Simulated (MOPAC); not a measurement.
MOPAC input (PM6):

```
PM6 PRECISE GNORM=0.05 LET XYZ CHARGE=-1 GEO-OK AUX(PRECISION=9) THREADS=1
CH3

C     0.08837911 1    0.08579245 1    0.08813120 1
H    -0.59583251 1   -0.58847006 1    0.64981294 1
H     0.64811021 1   -0.59179503 1   -0.59439216 1
H    -0.58255235 1    0.66551036 1   -0.58420799 1
```

From the last part of the output:

```
                                                       MOPAC v23.2.5 Linux

          FINAL HEAT OF FORMATION =         41.61056 KCAL/MOL =     174.09858 KJ/MOL

          COSMO AREA              =         53.06 SQUARE ANGSTROMS
          COSMO VOLUME            =         35.66 CUBIC ANGSTROMS

          GRADIENT NORM           =          0.01593          =       0.00796 PER ATOM
          IONIZATION POTENTIAL    =         -0.453125 EV
          HOMO LUMO ENERGIES (EV) =          0.453 15.446
          NO. OF FILLED LEVELS    =          4
          MOLECULAR WEIGHT        =         15.0347         POINT GROUP:  D3h

          MOLECULAR DIMENSIONS (Angstroms)

            Atom       Atom       Distance
            H     3    H     2     1.78976
            H     4    H     3     1.54997
            C     1    H     3     0.00000

          SCF CALCULATIONS        =         12

   ATOM   CHEMICAL          X               Y               Z
  NUMBER   SYMBOL      (ANGSTROMS)     (ANGSTROMS)     (ANGSTROMS)

     1       C         -0.03490185  *  -0.03387898  *  -0.03480323  *
     2       H         -0.46120724  *  -0.45795930  *   0.80552988  *
     3       H          0.80420563  *  -0.46134232  *  -0.46014940  *
     4       H         -0.44769727  *   0.81766223  *  -0.44978820  *

                             CARTESIAN COORDINATES

   1    C       -0.034901855    -0.033878976    -0.034803229
   2    H       -0.461207241    -0.457959304     0.805529882
   3    H        0.804205626    -0.461342316    -0.460149401
   4    H       -0.447697273     0.817662234    -0.449788198

           Empirical Formula: C H3  =     4 atoms

      MOLECULAR POINT GROUP   :   D3h

                  EIGENVALUES
 -14.03809  -5.43263  -5.43261   0.45313  15.44625  15.44628  16.77925

              NET ATOMIC CHARGES AND DIPOLE CONTRIBUTIONS

  ATOM NO.   TYPE          CHARGE      No. of ELECS.   s-Pop       p-Pop
    1          C          -1.346837        5.3468     1.05961     4.28722
    2          H           0.115612        0.8844     0.88439
    3          H           0.115612        0.8844     0.88439
    4          H           0.115613        0.8844     0.88439
 DIPOLE           X         Y         Z       TOTAL
 POINT-CHG.     0.000     0.000     0.000     0.000
 HYBRID        -0.000    -0.000    -0.000     0.000
 SUM            0.000    -0.000    -0.000     0.000

          ATOMIC ORBITAL ELECTRON POPULATIONS

     Atom    s        px        py        pz
    1  C   1.05961   1.43523   1.41841   1.43359
    2  H   0.88439
    3  H   0.88439
    4  H   0.88439

 **********************
 *                    *
 * JOB ENDED NORMALLY *
 *                    *
 **********************

 == MOPAC DONE ==
```

The dipole moment of an ion depends on the origin.
